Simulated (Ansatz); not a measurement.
**C2H2S (SMILES C1=CS1): single points off equilibrium**

An exercise on one series of results from a longer session: the logs are not shown, and one member is left open.

Program: Ansatz 0.2.0, Gaussian basis. Level of theory: single points in def2-TZVPP. These are calculated values, not measurements.

Cores are frozen in the correlated methods.

**Where the work starts**

SMILES `C1=CS1`, 5 atoms, charge 0, spin multiplicity 1.

Atoms are counted from 1 here; the program's logs count them from 0.

Bond lengths: C1–C2 1.337 Å, C1–S3 1.870 Å, C1–H4 0.943 Å, C2–S3 1.726 Å, C2–H5 1.103 Å. Angles: C2–C1–S3 62.6°, C2–C1–H4 154.2°, S3–C1–H4 143.0°, C1–C2–S3 74.0°, C1–C2–H5 149.0°, S3–C2–H5 136.4°, C1–S3–C2 43.4°.

Geometry (Å):

```xyz
5
charge 0, multiplicity 1
C    -0.5526   -0.4063   -0.1745
C     0.3770    0.5318    0.0315
S     1.0340   -0.9347    0.6619
H    -1.4037   -0.7144   -0.4375
H     0.6611    1.5976    0.0286
```

The first run:

run/in.yaml

```yaml
crystal:
  periodic: [false, false, false]
  atoms:
    - {symbol: C, position_ang: [-0.552600, -0.406300, -0.174500]}
    - {symbol: C, position_ang: [0.377000, 0.531800, 0.031500]}
    - {symbol: S, position_ang: [1.034000, -0.934700, 0.661900]}
    - {symbol: H, position_ang: [-1.403700, -0.714400, -0.437500]}
    - {symbol: H, position_ang: [0.661100, 1.597600, 0.028600]}
basis:
  gaussian: {orbitals: def2-TZVPP}
correlation: {method: ccsd_t}
output: {forces: true}
```

The command line of these runs was not kept.

Steps of the session up to this table: CCSD(T)/def2-TZVPP; PBE0-D4/def2-TZVPP; wB97M-V/def2-TZVPP; r2SCAN-D4/def2-TZVPP; PBE-D4/def2-TZVPP; r2SCANh-D4/def2-TZVPP; B97M-V/def2-TZVPP.

One table of the session follows, with a row left open; its other results are not shown here.

| method | RMS force component (eV/Å) | angle to CCSD(T) forces (°) | dipole (D) |
| --- | --- | --- | --- |
| CCSD(T) | 3.268 | reference | 1.97 |
| PBE0-D4 | 3.521 | 6.8 | 2.03 |
| wB97M-V | 3.516 | 6.3 | 1.98 |
| r2SCAN-D4 | 3.424 | 5.6 | 2.08 |
| PBE-D4 | 3.340 | 3.5 | 1.96 |
| r2SCANh-D4 | ? | ? | ? |
| B97M-V | 3.423 | 7.2 | 2.05 |

Estimate the missing values for r2SCANh-D4.

**Answer.** RMS force component (eV/Å): 3.483; angle to CCSD(T) forces (°): 6.7; dipole (D): 2.09. In the column «RMS force component (eV/Å)» it lies between r2SCAN-D4 (3.424) and wB97M-V (3.516).
